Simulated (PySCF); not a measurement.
Gas-phase reaction: 2 Al + 6 Cl + AlH3 = 3 AlHCl2

Energies from PySCF, thermal terms from the rigid-rotor harmonic-oscillator model, ideal gas at 1 bar. † marks an energy on the PBE0/def2-TZVP geometry and frequencies; other levels use their own. Open shells (unrestricted): Al (multiplicity 2), Cl (multiplicity 2); the rest are closed-shell singlets. Spin-orbit splitting is ignored; it lowers the true energy and changes the entropy of Al, Cl. B3LYP is the form with VWN-RPA correlation. AlH3, AlHCl2: computed as isolated molecules; such fragments, hydroxides, amides, oligomers or adducts are transient or little studied in the gas.

PBE0/def2-SVP† gives ΔH°(298 K) = -2578 kJ.

Question: What do B3LYP/def2-TZVP†, HF/def2-TZVP†, PBE0/def2-TZVP give?

Answer: B3LYP/def2-TZVP†: -2492 kJ; HF/def2-TZVP†: -2060 kJ; PBE0/def2-TZVP: -2580 kJ. For scale, ΔH°(298 K) is -2578 kJ at this level, -2632 kJ at ωB97M-V/def2-TZVP†, and runs from -3090 to -1993 kJ over the 20 levels computed.
